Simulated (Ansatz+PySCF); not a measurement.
A calculation with Ansatz (development build ahead of 0.2.0).

```yaml
crystal:
  periodic: [false, false, false]
  atoms:
    - { symbol: C, position_ang: [0.0, 0.02832, -0.37002] }
    - { symbol: "N", position_ang: [0.0, 0.59785, 0.94933] }
    - { symbol: H, position_ang: [0.0, -0.18273, 1.61519] }
    - { symbol: H, position_ang: [0.0, 0.81282, -1.1272] }
    - { symbol: H, position_ang: [0.89337, -0.62814, -0.53365] }
    - { symbol: H, position_ang: [-0.89337, -0.62814, -0.53365] }
basis:
  gaussian: { orbitals: cc-pVTZ }
magnetization:
  spin_polarized: true
  initial_magnetization: 1
hamiltonian:
  xc: hf
correlation:
  method: mp2
  frozen_orbitals: { C: 1, H: 0, "N": 1 }
output:
  forces: true
```

The input is written out in the form of the current development build from the run's settings.

Output:

| Property | Result |
| --- | --- |
| Converged | yes |
| Reference energy | -94.62962 hartree |
| Correlation energy | -0.35543 hartree |
| Total energy | -94.98505 hartree |
| Spin squared of the determinant | 0.762 |
| Stability test | minimum |
| Occupied orbitals by symmetry in an Abelian subgroup (alpha; beta) | 7 A' 2 A''; 7 A' 1 A'' |

Forces (eV/Å):
```json
{"atom": "C1", "Fx": "0.000", "Fy": "-0.867", "Fz": "-0.333"}
{"atom": "N2", "Fx": "0.000", "Fy": "-0.071", "Fz": "0.201"}
{"atom": "H3", "Fx": "0.000", "Fy": "0.125", "Fz": "-0.211"}
{"atom": "H4", "Fx": "0.000", "Fy": "-0.117", "Fz": "0.109"}
{"atom": "H5", "Fx": "-0.618", "Fy": "0.465", "Fz": "0.117"}
{"atom": "H6", "Fx": "0.618", "Fy": "0.465", "Fz": "0.117"}
```
